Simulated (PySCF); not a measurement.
Cost of excited-state runs on `O=CC=O`, C2H2O2

Bonds (- single, = double, # triple, : aromatic): O1=C2 1.206 Å, C2-C3 1.521 Å, C3=O4 1.206 Å. C2 carries H5; C3 carries H6.

PySCF with density fitting, on 1 thread of an Arm Neoverse V2, shared host. Command: `OMP_NUM_THREADS=1 python excited_run.py task.json out`

Task: How long does each of these runs take, and how much memory?
- vibronic structure, CAM-B3LYP/6-31+G*; full response; with frequencies; grid level 1
- excited-state relaxation, CAM-B3LYP/6-31+G*; state T1; TDA; grid level 1
- excited-state relaxation, CAM-B3LYP/6-31+G*; state S1; TDDFT; with frequencies; grid level 1
- excited-state relaxation, CAM-B3LYP/6-31+G*; state T1; UKS; with frequencies; grid level 1

Result: 
| run | level | basis functions | wall time | peak memory (GiB) |
| --- | --- | --- | --- | --- |
| vibronic structure | CAM-B3LYP/6-31+G* | 76 | 6 s | 0.44 |
| excited-state relaxation | CAM-B3LYP/6-31+G* | 76 | 28 s | 0.44 |
| excited-state relaxation | CAM-B3LYP/6-31+G* | 76 | 3.1 min | 0.44 |
| excited-state relaxation | CAM-B3LYP/6-31+G* | 76 | 2.1 min | 0.44 |

Times from a shared host are rough.
